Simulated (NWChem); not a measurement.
Program: NWChem. System: P (-1), charge -1, spin multiplicity 3. Its SCF solution wasn't tested for a lower state. Level: UHF/def2-TZVPD.

Output (cleaned and shortened):

```
             Northwest Computational Chemistry Package (NWChem) 7.3.0
             --------------------------------------------------------

                                NWChem Input Module
                                -------------------

 Scaling coordinates for geometry "geometry" by  1.889725989
 (inverse scale =  0.529177249)

                             Geometry "geometry" -> ""
                             -------------------------

 Output coordinates in angstroms (scale by  1.889725989 to convert to a.u.)

  No.       Tag          Charge          X              Y              Z
 ---- ---------------- ---------- -------------- -------------- --------------
    1 P                   15.0000     0.00000000     0.00000000     0.00000000

 Effective nuclear repulsion energy (a.u.)       0.0000000000

            Nuclear Dipole moment (a.u.)
            ----------------------------
        X                 Y               Z
 ---------------- ---------------- ----------------
     0.0000000000     0.0000000000     0.0000000000

      Symmetry information
      --------------------

 Group name             D2h
 Group number             26
 Group order               8
 No. of unique centers     1

      Symmetry unique atoms

     1


 Summary of "ao basis" -> "" (spherical)
 ------------------------------------------------------------------------------
       Tag                 Description            Shells   Functions and Types
 ---------------- ------------------------------  ------  ---------------------
 *                         def2-tzvpd                 on all atoms

 Summary of "ao basis" -> "ao basis" (spherical)
 ------------------------------------------------------------------------------
       Tag                 Description            Shells   Functions and Types
 ---------------- ------------------------------  ------  ---------------------
 P                         def2-tzvpd               15       43   6s5p3d1f

                                 NWChem SCF Module
                                 -----------------

  ao basis        = "ao basis"
  functions       =    43
  atoms           =     1
  alpha electrons =     9
  beta  electrons =     7
  charge          =  -1.00
  wavefunction    = UHF
  use symmetry    = T
  symmetry adapt  = T

 Summary of "ao basis" -> "ao basis" (spherical)
 ------------------------------------------------------------------------------
       Tag                 Description            Shells   Functions and Types
 ---------------- ------------------------------  ------  ---------------------
 P                         def2-tzvpd               15       43   6s5p3d1f

      Symmetry analysis of basis
      --------------------------

        ag         12
        au          1
        b1g         3
        b1u         7
        b2g         3
        b2u         7
        b3g         3
        b3u         7

 Forming initial guess at       0.0s

   Symmetry analysis of molecular orbitals - initial alpha
   -------------------------------------------------------

  Numbering of irreducible representations:

     1 ag          2 au          3 b1g         4 b1u         5 b2g
     6 b2u         7 b3g         8 b3u

  Orbital symmetries:

     1 ag          2 ag          3 b1u         4 b3u         5 b2u
     6 ag          7 b1u         8 b3u         9 b2u        10 ag
    11 ag         12 b2g        13 b3g        14 b1g        15 ag
    16 b1u        17 b3u        18 b2u        19 ag

   Symmetry analysis of molecular orbitals - initial beta
   ------------------------------------------------------

  Numbering of irreducible representations:

     1 ag          2 au          3 b1g         4 b1u         5 b2g
     6 b2u         7 b3g         8 b3u

  Orbital symmetries:

     1 ag          2 ag          3 b1u         4 b3u         5 b2u
     6 ag          7 b2u         8 b1u         9 b3u        10 ag
    11 b3g        12 b1g        13 ag         14 b2g        15 ag
    16 b2u        17 b1u        18 b3u        19 b3g

 Starting SCF solution at       0.1s

 ----------------------------------------------
         Quadratically convergent UHF

 Convergence threshold     :          1.000E-07
[...]
    4   -5.0749
    5   -5.0749
    6   -0.3283
    7   -0.0134
    8    0.2964
    9    0.2964
   10    0.3056
   11    0.4173
   12    0.4173
   13    0.4173
   14    0.4195
   15    0.4195
   16    0.6214
   17    0.6615
   18    0.6615
   19    0.8829

                    UHF Final Alpha Molecular Orbital Analysis
                    ------------------------------------------

 Vector    7  Occ=1.000000D+00  E=-9.872360D-02  Symmetry=b3u
              MO Center=  9.8D-18, -1.1D-33, -2.1D-33, r^2= 2.1D+00
   Bfn.  Coefficient  Atom+Function         Bfn.  Coefficient  Atom+Function
  ----- ------------  ---------------      ----- ------------  ---------------
    19      0.506044  1 P  px                16      0.448866  1 P  px
    13      0.207044  1 P  px                 7     -0.165766  1 P  px

 Vector    8  Occ=1.000000D+00  E=-9.872360D-02  Symmetry=b1u
              MO Center=  6.5D-18,  2.7D-32, -5.2D-17, r^2= 2.1D+00
   Bfn.  Coefficient  Atom+Function         Bfn.  Coefficient  Atom+Function
  ----- ------------  ---------------      ----- ------------  ---------------
    21      0.506044  1 P  pz                18      0.448866  1 P  pz
    15      0.207044  1 P  pz                 9     -0.165766  1 P  pz

 Vector    9  Occ=1.000000D+00  E=-4.081385D-02  Symmetry=b2u
              MO Center= -9.0D-33,  7.0D-17, -9.0D-33, r^2= 2.3D+00
   Bfn.  Coefficient  Atom+Function         Bfn.  Coefficient  Atom+Function
  ----- ------------  ---------------      ----- ------------  ---------------
    20      0.563555  1 P  py                17      0.390727  1 P  py
    14      0.210978  1 P  py                 8     -0.159959  1 P  py

 Vector   10  Occ=0.000000D+00  E= 2.895704D-01  Symmetry=ag
              MO Center= -1.1D-32, -3.7D-33, -4.3D-19, r^2= 8.2D+00
   Bfn.  Coefficient  Atom+Function         Bfn.  Coefficient  Atom+Function
  ----- ------------  ---------------      ----- ------------  ---------------
     6      2.147203  1 P  s                  5     -1.854112  1 P  s

 Vector   11  Occ=0.000000D+00  E= 3.853950D-01  Symmetry=b2g
              MO Center=  2.1D-17,  1.1D-17,  2.1D-17, r^2= 6.8D+00
   Bfn.  Coefficient  Atom+Function         Bfn.  Coefficient  Atom+Function
  ----- ------------  ---------------      ----- ------------  ---------------
    35      1.035739  1 P  d  1

 Vector   12  Occ=0.000000D+00  E= 3.853950D-01  Symmetry=ag
              MO Center=  8.9D-18,  6.1D-18,  5.6D-18, r^2= 6.8D+00
   Bfn.  Coefficient  Atom+Function         Bfn.  Coefficient  Atom+Function
  ----- ------------  ---------------      ----- ------------  ---------------
    34      0.896976  1 P  d  0              36     -0.517870  1 P  d  2

                     UHF Final Beta Molecular Orbital Analysis
                     -----------------------------------------

 Vector    5  Occ=1.000000D+00  E=-5.074925D+00  Symmetry=b1u
              MO Center= -5.6D-35,  2.0D-40, -1.3D-23, r^2= 8.2D-02
   Bfn.  Coefficient  Atom+Function         Bfn.  Coefficient  Atom+Function
  ----- ------------  ---------------      ----- ------------  ---------------
     9      0.715508  1 P  pz                12      0.351193  1 P  pz

 Vector    6  Occ=1.000000D+00  E=-3.283353D-01  Symmetry=ag
              MO Center= -2.3D-18, -4.2D-18, -2.2D-18, r^2= 1.4D+00
   Bfn.  Coefficient  Atom+Function         Bfn.  Coefficient  Atom+Function
  ----- ------------  ---------------      ----- ------------  ---------------
     4      0.641726  1 P  s                  5      0.447725  1 P  s
     3     -0.427725  1 P  s

 Vector    7  Occ=1.000000D+00  E=-1.340907D-02  Symmetry=b2u
              MO Center=  4.2D-36,  8.5D-20,  4.1D-36, r^2= 2.3D+00
   Bfn.  Coefficient  Atom+Function         Bfn.  Coefficient  Atom+Function
  ----- ------------  ---------------      ----- ------------  ---------------
    20      0.595686  1 P  py                17      0.356560  1 P  py
    14      0.214979  1 P  py                 8     -0.157299  1 P  py

 Vector    8  Occ=0.000000D+00  E= 2.964476D-01  Symmetry=b3u
              MO Center=  1.9D-20,  1.1D-38,  7.5D-33, r^2= 3.2D+00
   Bfn.  Coefficient  Atom+Function         Bfn.  Coefficient  Atom+Function
  ----- ------------  ---------------      ----- ------------  ---------------
    19      0.855989  1 P  px                13      0.203724  1 P  px

 Vector    9  Occ=0.000000D+00  E= 2.964476D-01  Symmetry=b1u
              MO Center=  6.3D-17, -5.4D-29, -2.1D-18, r^2= 3.2D+00
   Bfn.  Coefficient  Atom+Function         Bfn.  Coefficient  Atom+Function
  ----- ------------  ---------------      ----- ------------  ---------------
    21      0.855989  1 P  pz                15      0.203724  1 P  pz

 Vector   10  Occ=0.000000D+00  E= 3.056173D-01  Symmetry=ag
              MO Center=  6.2D-22,  4.8D-21, -1.1D-18, r^2= 8.3D+00
   Bfn.  Coefficient  Atom+Function         Bfn.  Coefficient  Atom+Function
  ----- ------------  ---------------      ----- ------------  ---------------
     6      2.193935  1 P  s                  5     -1.964009  1 P  s
     4      0.152575  1 P  s

 center of mass
 --------------
 x =   0.00000000 y =   0.00000000 z =   0.00000000

 moments of inertia (a.u.)
 ------------------
           0.000000000000           0.000000000000           0.000000000000
           0.000000000000           0.000000000000           0.000000000000
           0.000000000000           0.000000000000           0.000000000000

  Mulliken analysis of the total density
  --------------------------------------

    Atom       Charge   Shell Charges
 -----------   ------   -------------------------------------------------------
    1 P   15    16.00   2.01  0.54  1.43  1.03  0.87  0.11  4.16  1.70  0.67  1.51  1.95  0.00  0.00  0.00  0.00

  Mulliken analysis of the alpha density
  --------------------------------------

    Atom       Charge   Shell Charges
 -----------   ------   -------------------------------------------------------
    1 P   15     9.00   1.00  0.27  0.72  0.51  0.46  0.04  2.11  0.83  0.46  1.19  1.41  0.00  0.00  0.00  0.00

   Mulliken analysis of the beta density
   -------------------------------------

    Atom       Charge   Shell Charges
 -----------   ------   -------------------------------------------------------
    1 P   15     7.00   1.00  0.27  0.72  0.52  0.41  0.08  2.06  0.87  0.21  0.32  0.54  0.00  0.00  0.00  0.00

   Mulliken analysis of the spin density
   -------------------------------------

    Atom       Charge   Shell Charges
 -----------   ------   -------------------------------------------------------
    1 P   15     2.00   0.00  0.00 -0.00 -0.01  0.05 -0.04  0.05 -0.03  0.25  0.87  0.86 -0.00 -0.00 -0.00  0.00

       Multipole analysis of the density wrt the origin
       ------------------------------------------------

     L   x y z        total         alpha         beta         nuclear
     -   - - -        -----         -----         ----         -------
     0   0 0 0     -1.000000     -9.000000     -7.000000     15.000000

     1   1 0 0      0.000000      0.000000      0.000000      0.000000
     1   0 1 0      0.000000      0.000000      0.000000      0.000000
     1   0 0 1      0.000000      0.000000      0.000000      0.000000

     2   2 0 0    -13.340805     -9.766968     -3.573837      0.000000
     2   1 1 0      0.000000      0.000000     -0.000000      0.000000
     2   1 0 1      0.000000      0.000000      0.000000      0.000000
     2   0 2 0    -16.921599     -9.596150     -7.325449      0.000000
     2   0 1 1      0.000000      0.000000      0.000000      0.000000
     2   0 0 2    -13.340805     -9.766968     -3.573837      0.000000

 Task  times  cpu:        0.3s     wall:        0.3s

 Total times  cpu:        0.3s     wall:        0.3s
```

Task: Write an NWChem input that would produce this output.

Result: Several could match; the one computed here: 
```
start mol
memory heap 200 mb stack 900 mb global 1100 mb
charge -1
geometry units angstroms nocenter noautoz
  P      0.000000     0.000000     0.000000
  symmetry group D2h
end
basis spherical
  * library def2-tzvpd
end
scf
  uhf
  nopen 2
  maxiter 100
  thresh 1e-7
  semidirect memsize 60000000 filesize 0
  # guess.movecs holds the orbitals of an unrestricted PBE0 run
  vectors input guess.movecs output mol.movecs
end
task scf energy
```
